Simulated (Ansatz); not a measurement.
Basis-set extrapolation for C2H4ClN (`CC(=N)Cl`) (PBE0-D4/def2-TZVP geometry, frozen core, the Gaussian-basis code of Ansatz). Multiplicity 1, RHF reference.

```tsv
	def2-TZVPP	def2-QZVPP
HF	-592.069828	-592.088563
MP2 correlation	-0.726628	-0.781696
CCSD(T) correlation	-0.795186	not run
```

Energies in hartree. Use E(X) = E(∞) + A·exp(−7.88·√X) for Hartree–Fock and E(X) = E(∞) + B·X^(−2.97) for correlation, with X = 3 and 4, and add CCSD(T) minus MP2 of the smaller set to the MP2 limit.

Task: What is the CCSD(T) energy at the basis-set limit?

Result: HF limit: -592.088563 + (-0.018735) × 0.13774 = -592.09114. MP2 limit: -0.781696 + (-0.055068) × 0.74074 = -0.82249. Higher-order term: -0.795186 − (-0.726628) = -0.06856. Total: -592.98219 hartree, 307.6 kJ/mol below CCSD(T)/def2-TZVPP.
